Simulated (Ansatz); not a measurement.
The same path of AlCl2H + H (5 atoms, charge 0, multiplicity 2) was run twice with different band settings. Lost on the way: Al1–Cl2. Made: Cl2–H5.

The calculation used Ansatz, UKS BHLYP/cc-pVDZ.

Relaxed end points:

```xyz
5
Properties=species:S:1:pos:R:3
Al -0.016 0.000 -0.227
Cl -0.046 0.000 1.881
H 1.329 0.000 -1.008
Cl -1.867 0.000 -1.240
H 0.020 0.000 5.329
```

```xyz
5
Properties=species:S:1:pos:R:3
Al -0.043 0.000 -0.618
Cl -0.047 0.000 3.663
H 1.300 0.000 -1.484
Cl -1.856 0.000 -1.769
H 0.067 0.000 4.943
```

Common settings: movable images 7; climbing image yes; optimiser quadratic models (default); start path through a guess of the saddle point; force threshold 0.05 eV/Å; iteration limit 60; end points relaxed.

| run | spring |
| --- | --- |
| 1 | 5.0 eV/Å² |
| 2 | 20.0 eV/Å² |

What does each run give, and how far can it be trusted?

Run 1: converged after 11 iterations, highest image 1.033 eV above the first end. A vibrational analysis at the climbing image gives 2 clearly imaginary modes (748i, 213i cm⁻¹): a point of higher order, so a lower path passes nearby.
Run 2: converged after 12 iterations, highest image 1.032 eV above the first end. Another band between the same ends (7 images) ends at a top of the same energy, where a vibrational analysis finds 2 clearly imaginary modes.
